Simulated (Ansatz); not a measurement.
Pulling the pair apart

The pair of H2O (SMILES O, atoms 1–3) and F2 (SMILES FF, atoms 4–5), both closed shells, in one local arrangement (a lower one may exist), relaxed at PBE0-D4/def2-TZVP:

| atom | x (Å) | y (Å) | z (Å) |
| --- | --- | --- | --- |
| O1 | -0.1966 | 0.1690 | -1.2314 |
| H2 | 0.6476 | 0.6026 | -1.3760 |
| H3 | -0.0468 | -0.7531 | -1.4523 |
| F4 | -0.2273 | 0.0419 | 1.3393 |
| F5 | -0.1769 | -0.0603 | 2.7203 |

F2 is shifted rigidly along the line between the mean atom positions of the two fragments (negative: closer). Counterpoise interaction energies in kcal/mol. Ansatz 0.2.0; basis: def2-TZVPPD; cores frozen in the correlated methods.

| shift (Å) | PBE-D4 | HF | MP2 |
| --- | --- | --- | --- |
| -0.26 | -2.46 | 3.13 | 0.67 |
| -0.13 | -2.59 | 1.60 | -0.26 |
| 0.00 | -2.46 | 0.72 | -0.71 |
| 0.13 | -2.20 | 0.22 | -0.90 |
| 0.31 | -1.80 | -0.12 | -0.93 |
| 0.64 | -1.15 | -0.27 | -0.73 |
| 1.29 | -0.46 | -0.17 | -0.35 |
| 2.57 | -0.09 | -0.05 | -0.09 |

(1) What does CCSD(T) give at these shifts? (To be estimated.)

T1 diagnostic: at most 0.013. The restricted Hartree–Fock reference is unstable towards an unrestricted one here.

Results:

(1) The calculation gives: 0.85, -0.15, -0.65, -0.86, -0.90, -0.72, -0.35, -0.09 kcal/mol. For zero shift, CCSD(T) at an estimated basis limit (MP2 extrapolated from triple and quadruple zeta, plus CCSD(T) − MP2 in triple zeta) gives -0.83 kcal/mol. These are counterpoise interaction energies, counted from the two frozen fragments.

For scale, one of the runs: CCSD(T)/def2-TZVPPD, 154 basis functions, launched by `ansatz run in.yaml --threads 2 --pin off --events-out ev --progress --plain --max-ram 5222MiB`. Time: 29 s of wall clock on 2 CPU threads of an Arm Neoverse V1; the host was shared. Peak host memory: 1.1 GiB.
